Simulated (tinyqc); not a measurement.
Worked calculation: Pariser-Parr-Pople SCF with singles CI, for the molecule C=CC=CO (SMILES; centres numbered as the heavy atoms are written). Computed by tinyqc, a small Python program that keeps every step. Settings: charge = 0, gamma = MN, start = huckel, damping = 0.3, iteration cap = 64, excitations kept = 9. Command: `OMP_NUM_THREADS=1 python tinyqc.py 29621 29622 out.jsonl` (the two numbers bound the seeds that draw the settings). One thread of a shared host (Intel(R) Xeon(R) Processor @ 2.60GHz), about 0.02 s of CPU time with the checks. Later iterations appear only in the table of the cycle.

## PPP integrals

Centres (angstrom, eV; a flat drawing with bonds scaled to 1.40 angstrom):
```
centre          x          y  core charge z          W   gamma_rr
1C      -2.425000  -0.280000              1  12.830000  12.740000
2C      -1.212000   0.420000              1  12.830000  12.740000
3C       0.000000  -0.280000              1  12.830000  12.740000
4C       1.212000   0.420000              1  12.830000  12.740000
5O       2.425000  -0.280000              2  28.550000  22.580000
```

Resonance integrals (eV):
```
i  j       beta
1  2  -2.390000
2  3  -2.390000
3  4  -2.390000
4  5  -2.350000
```

Mataga-Nishimoto: gamma = 14.399645/(R + a), a = 2 x 14.399645/(gamma_rr + gamma_ss); H_rr = -W_r - sum_(s != r) z_s gamma_rs; H_rs = beta for bonds.

repulsion gamma_rs (eV):
```
           1C         2C         3C         4C         5O
1C  12.740000   5.689852   4.050225   2.978813   2.541690
2C   5.689852  12.740000   5.691800   4.051365   3.186374
3C   4.050225   5.691800  12.740000   5.691800   4.443811
4C   2.978813   4.051365   5.691800  12.740000   6.498414
5O   2.541690   3.186374   4.443811   6.498414  22.580000
```

core matrix H (eV):
```
            1C          2C          3C          4C          5O
1C  -30.632270   -2.390000    0.000000    0.000000    0.000000
2C   -2.390000  -34.635763   -2.390000    0.000000    0.000000
3C    0.000000   -2.390000  -37.151446   -2.390000    0.000000
4C    0.000000    0.000000   -2.390000  -38.548804   -2.350000
5O    0.000000    0.000000    0.000000   -2.350000  -45.220288
```

## Starting guess

pi electrons, sum of z_r less the charge = 6

Orbitals of the Hueckel matrix of the beta values.

P at the start:
```
           1C         2C         3C         4C         5O
1C   1.329562   0.790143  -0.329562  -0.214737   0.335171
2C   0.790143   1.000000   0.575406   0.000000  -0.211143
3C  -0.329562   0.575406   1.329562   0.582534  -0.335171
4C  -0.214737   0.000000   0.582534   1.000000   0.783927
5O   0.335171  -0.211143  -0.335171   0.783927   1.340876
```

## Iteration 1: Fock matrix

F_rr = H_rr + P_rr gamma_rr / 2 + sum_(s != r) P_ss gamma_rs; F_rs = H_rs - P_rs gamma_rs / 2; E = tr P (H + F) / 2 + core repulsion sum_(r<s) z_r z_s gamma_rs.

F (eV):
```
           1C         2C         3C         4C          5O
1C  -4.701180  -4.637899   0.667400   0.319831   -0.425951
2C  -4.637899  -4.809257  -4.027549   0.000000    0.336390
3C   0.667400  -4.027549  -5.954913  -4.047833    0.744719
4C   0.319831   0.000000  -4.047833  -7.885755   -4.897142
5O  -0.425951   0.336390   0.744719  -4.897142  -11.109351
```

pi energy = -90.785453 eV

## Iteration 1: orbitals and new P

Diagonalise F (the basis is taken as orthonormal) and form P = 2 sum c c over the lowest orbitals; 0.3 of the old P is kept.

orbital energies (eV): -15.113164  -11.227095  -7.963674  -2.001324  1.844802

P after iteration 1:
```
           1C         2C         3C         4C         5O
1C   1.151639   0.850641  -0.197460  -0.309534   0.302819
2C   0.850641   1.019854   0.503542  -0.000775  -0.123295
3C  -0.197460   0.503542   1.211031   0.699865  -0.387702
4C  -0.309534  -0.000775   0.699865   1.054920   0.623981
5O   0.302819  -0.123295  -0.387702   0.623981   1.562556
```

## Iteration 2: Fock matrix

As before.

F (eV):
```
           1C         2C         3C         4C         5O
1C  -5.474622  -4.810011   0.399878   0.461022  -0.384836
2C  -4.810011  -5.440940  -3.823031   0.001570   0.196431
3C   0.399878  -3.823031  -6.019880  -4.381746   0.861438
4C   0.461022   0.001570  -4.381746  -7.219565  -4.377444
5O  -0.384836   0.196431   0.861438  -4.377444  -9.165384
```

pi energy = -91.391694 eV

## Iteration 2: orbitals and new P

As before.

orbital energies (eV): -13.701526  -11.337114  -8.137111  -1.536050  1.391411

P after iteration 2:
```
           1C         2C         3C         4C         5O
1C   1.120849   0.874015  -0.171308  -0.314886   0.289653
2C   0.874015   1.012444   0.470934   0.005245  -0.105316
3C  -0.171308   0.470934   1.201076   0.726879  -0.414535
4C  -0.314886   0.005245   0.726879   1.065781   0.600762
5O   0.289653  -0.105316  -0.414535   0.600762   1.599848
```

## Convergence

Stop when output and input P, before any damping, agree to 1e-7.

Course of the cycle:
```
iteration        E (eV)  largest |P(out) - P(in)|
1          -90.78545286                  3.17e-01
2          -91.39169447                  5.33e-02
3          -91.56742357                  2.48e-02
4          -91.62429592                  1.43e-02
5          -91.64291139                  8.41e-03
6          -91.64903334                  5.00e-03
7          -91.65105757                  2.97e-03
8          -91.65173080                  1.77e-03
9          -91.65195603                  1.05e-03
10         -91.65203180                  6.27e-04
11         -91.65205743                  3.73e-04
...                 ...                       ...
17         -91.65207065                  1.65e-05
18         -91.65207066                  9.79e-06
19         -91.65207067                  5.82e-06
20         -91.65207067                  3.46e-06
21         -91.65207067                  2.06e-06
22         -91.65207067                  1.22e-06
23         -91.65207067                  7.27e-07
24         -91.65207067                  4.32e-07
25         -91.65207067                  2.57e-07
26         -91.65207067                  1.53e-07
27         -91.65207067                  9.07e-08
```

Converged in 27 iterations.

## Converged orbitals

Charges are z - P_rr.

orbital energies (eV): -13.461563  -11.350098  -8.173848  -1.362330  1.308038

coefficients:
```
         MO1        MO2        MO3        MO4        MO5
1C  0.163240   0.512562   0.515273   0.533398  -0.400765
2C  0.310875   0.614614   0.161468  -0.408231   0.576959
3C  0.469096   0.259795  -0.563412  -0.273948  -0.565664
4C  0.645628  -0.251482  -0.237437   0.562093   0.384182
5O  0.489717  -0.478323   0.578457  -0.397288  -0.197317
```

pi charges: 1C -0.109747, 2C -0.000931, 3C -0.209954, 4C -0.072911, 5O 0.393543

## Singles CI, singlets

Over the 6 single excitations with the smallest orbital gaps: A = (e_a - e_i) delta + 2 (ia|jb) - (ij|ab), with (pq|rs) = sum c_mp c_mq gamma_mn c_nr c_ns. f = 2/3 w |mu|^2 in atomic units, mu = sqrt2 sum c_ia sum_m c_mi c_ma R_m.

singlet CI matrix (eV):
```
           3>4        3>5        2>4        1>4        2>5        1>5
3>4   4.914621   0.258199   0.016422   0.459975  -0.097001  -0.317372
3>5   0.258199   6.436988  -0.687823  -0.335607   0.017612   0.036670
2>4   0.016422  -0.687823   7.272133  -0.375687  -0.369866   0.007593
1>4   0.459975  -0.335607  -0.375687   8.837459  -0.154071   0.032042
2>5  -0.097001   0.017612  -0.369866  -0.154071   9.134851   0.032637
1>5  -0.317372   0.036670   0.007593   0.032042   0.032637  10.995536
```

singlet excitation energies (eV): 4.774193  6.032106  7.568902  8.951954  9.251491  11.012942

oscillator strengths: 1.290246  0.147347  0.033608  0.133872  0.156889  0.197510

## Singles CI, triplets

Over the 6 single excitations with the smallest orbital gaps: A = (e_a - e_i) delta - (ij|ab), with (pq|rs) = sum c_mp c_mq gamma_mn c_nr c_ns.

triplet CI matrix (eV):
```
           3>4        3>5       2>4        1>4        2>5        1>5
3>4   0.435718  -0.684044  0.155572  -0.321080   1.659438   0.348270
3>5  -0.684044   3.416024  1.659438   0.348270  -0.208371   0.692327
2>4   0.155572   1.659438  3.639251   0.489528   0.676533   1.491228
1>4  -0.321080   0.348270  0.489528   5.489491   1.491228  -1.692817
2>5   1.659438  -0.208371  0.676533   1.491228   6.270096  -0.837984
1>5   0.348270   0.692327  1.491228  -1.692817  -0.837984   8.647556
```

triplet excitation energies (eV): -0.219504  1.746115  3.630030  5.262884  7.366285  10.112326
